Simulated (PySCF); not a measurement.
Gas-phase reaction: CH3CHF2 → 2 F + C2H4

Energies from PySCF (xtb for GFN2), thermal terms from the rigid-rotor harmonic-oscillator model, ideal gas at 1 bar. † marks an energy on the PBE0/def2-TZVP geometry and frequencies; other levels use their own. MP2 freezes the core. Open shells (unrestricted): F (multiplicity 2); the rest are closed-shell singlets. GFN2 has no spin-polarisation term. Spin-orbit splitting is ignored; it lowers the true energy and changes the entropy of F. MP2 isn't extrapolated to the basis-set limit.

| level | ΔH°(298 K), kJ |
|---|---|
| BLYP/def2-TZVP† | ? |
| GFN2-xTB | ? |
| HF/def2-TZVP† | ? |
| MP2/def2-TZVPP† | 748 |
| PBE0/def2-SVP† | 743 |
| PBE0/def2-TZVP | 719 |
| r2SCAN/def2-TZVP† | ? |
| ωB97X-V/def2-TZVP† | 731 |

Task: Complete the blanks.

Result: 
- BLYP/def2-TZVP†, ΔH°(298 K), kJ: 708
- GFN2-xTB, ΔH°(298 K), kJ: 721
- HF/def2-TZVP†, ΔH°(298 K), kJ: 454
- r2SCAN/def2-TZVP†, ΔH°(298 K), kJ: 728
